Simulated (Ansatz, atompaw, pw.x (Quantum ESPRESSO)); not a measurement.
# magnesium (Mg) (diamond): variants of one PAW (atompaw) potential in the solid

atompaw 4.2.0.5 input, output lines left out:

```
Mg 12
LDA-PW scalarrelativistic loggrid 1500 logderivrange -2 5 176
3 3 0 0 0 0
3 0 1
3 1 1
0 0 0
c
c
v
c
v
2
3.00 2.20 2.45 2.10
y
0.35
n
y
0.25
n
y
-0.1
y
0.55
n
custom rrkj gramschmidtortho besselshape
3 -0.5 troulliermartins
2.90
3.00
3.00
3.00
3.00
3.00
```

Crystal test: diamond Mg in pw.x 7.5, no spin, 8³ k-points, Fermi–Dirac smearing 0.01 Ry, cutoffs set for each file from its atomic test. The reference is all-electron LAPW (Ansatz 0.2.0) with the same functional, mesh and smearing; V0 and B0 come from Birch–Murnaghan fits to the pressures at five volumes. Errors are pseudo minus all-electron; Δ is the rms difference of the E(V) curves that follow from these fits, minima aligned, over ±6 % about the mean V0. Mesh and smearing are coarse, so the numbers serve the comparison and aren't converged zero-temperature values; the lattice is a test structure that the element need not adopt.

All-electron: a0 = 6.700 Å (V0 = 37.60 Å³/atom), B0 = 12.5 GPa.

Base: The largest radius (3.00 bohr) exceeds half the bond length (2.74 bohr), so the spheres overlap, which is one possible source of error among others.

1 further variants are left out: they gave no file fit for a test, a broken result, the same result as the base, or pressures whose basis-set error rivals the error shown.

| change | cutoffs (Ry) | pw.x | a0 (Å) | a0 error (%) | B0 error (%) | Δ (meV/atom) | mean pressure error (GPa) |
| --- | --- | --- | --- | --- | --- | --- | --- |
| base | 40/400 | converged | 6.709 | +0.13 | +0.2 | 0.4 | +0.05 |
| wave 3s channel at 0.35 Ry: rc 3.00 bohr becomes 3s channel at -0.07 Ry: rc 3.00 bohr | 40/400 | converged | 6.709 | +0.14 | +0.2 | 0.4 | +0.05 |
| wave 3s channel at 0.35 Ry: rc 3.00 bohr becomes 3s channel at 2.09 Ry: rc 3.00 bohr | 40/400 | converged | 6.709 | +0.13 | +0.3 | 0.4 | +0.05 |
| wave 3s channel at 0.35 Ry: rc 3.00 bohr becomes 3s channel at 7.93 Ry: rc 3.00 bohr | 40/400 | converged | 6.670 | -0.46 | +5.4 | 1.4 | -0.17 |

Question: Give the row for: wave 3s channel at 0.35 Ry: rc 3.00 bohr becomes 3s channel at 0.52 Ry: rc 3.00 bohr.

Answer: pw.x: converged; mean pressure error (GPa): +0.05; a0 (Å): 6.709; a0 error (%): +0.13; B0 error (%): +0.2; Δ (meV/atom): 0.4.
